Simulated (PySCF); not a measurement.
Simulated outer-valence photoelectron spectrum of `CSSC` (C2H6S2). Level of theory: EOM-IP-CCSD/aug-cc-pVDZ in PySCF, restricted Hartree–Fock reference, 12 core orbitals frozen, non-relativistic, gas phase, PBE0-D3(BJ)/def2-SVP geometry.

Each root has a Gaussian of 0.5 eV full width with its one-hole share as area; cross sections and vibrations are left out, and the highest printed point is 100.

```csv
ionisation energy (eV),intensity
8.2,1
8.4,11
8.6,46
8.8,88
9.0,75
9.2,29
9.4,5
9.6,0
9.8,0
10.0,0
10.2,0
10.4,0
10.6,1
10.8,11
11.0,35
11.2,47
11.4,27
11.6,6
11.8,2
12.0,12
12.2,36
12.4,46
12.6,25
12.8,6
13.0,7
13.2,28
13.4,47
13.6,33
13.8,10
14.0,5
14.2,20
14.4,50
14.6,75
14.8,100
15.0,88
15.2,36
15.4,6
15.6,0
```

Problem. Where are the maxima, and how many lines lie under the curve?

Solution. 5 maxima, at 8.9, 11.2, 12.4, 13.4 and 14.9 eV, from 8 lines. At this width some lines have no maximum of their own.

Problem. List the lines with their holes.

Solution. 
| E (eV) | leading hole (HF orbital) | area | Koopmans (eV) |
| --- | --- | --- | --- |
| 8.79 | HOMO | 0.95 | 9.52 |
| 8.93 | HOMO-1 | 0.95 | 9.70 |
| 11.17 | HOMO-2 | 0.95 | 11.89 |
| 12.36 | HOMO-3 | 0.94 | 13.35 |
| 13.42 | HOMO-4 | 0.95 | 14.39 |
| 14.49 | HOMO-5 | 0.95 | 15.66 |
| 14.90 | HOMO-6 | 0.94 | 16.15 |
| 14.91 | HOMO-7 | 0.94 | 16.20 |

The widest gap, 2.24 eV, lies between 8.93 and 11.17 eV. Only orbitals with −ε under 21 eV, eight at most, were ionised, so the high end of the curve may lack lines.

Hardware: one thread of an Arm Neoverse V2, shared host with 48 logical CPUs at a one-minute load of 27. Cost: 3.9 min wall, 2.8 GiB resident at most.

Conformer computed: `[CH3:1][S:2][S:3][CH3:4]`: C1–S2–S3–C4 87°.

One conformer stands for the species.
